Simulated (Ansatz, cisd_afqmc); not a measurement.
System: SiH3, charge 1, singlet. SiH3+ (parent SMILES [SiH3], singlet).
B3LYP-D3(BJ)/def2-TZVP minimum from Ansatz (a first-principles code):
```
Si
H 1 1.4675
H 1 1.4675 2 120.00
H 1 1.4675 2 120.00 3 180.00
```
Charge +1, spin multiplicity 1.

Total energies in aug-cc-pV(T+d)Z, 6 correlated electrons, 5 frozen orbitals. Open shells are spin-unrestricted; no spin-orbit coupling. Cores are frozen in correlated methods. No relativity. AFQMC is phaseless with a CISD trial state; ± is one standard error, without the phaseless bias. Outlying blocks are dropped, and bars are widened where a walk drifts. Over all cases where full CI ran beside it in this data, AFQMC minus full CI had a median of +0.1 mEh and passed +0.4 mEh in a tenth of the cases.

| method | program | energy (Eh) | minus CCSDT(Q) (mEh) |
|---|---|---|---|
| HF | Ansatz | -290.36455 | 130.89 |
| MP2 | Ansatz | -290.46866 | 26.79 |
| CCSD | Ansatz | -290.49261 | 2.83 |
| CCSD(T) | Ansatz | -290.49487 | 0.57 |
| CCSDT(Q) | Ansatz | -290.49544 | 0.00 |
| AFQMC/CISD | cisd_afqmc | -290.4953 ± 0.0002 | 0.1 ± 0.2 |

Rough core times of Ansatz's runs on a shared machine: CCSD(T) under 20 s, CCSDT(Q) 4 min.
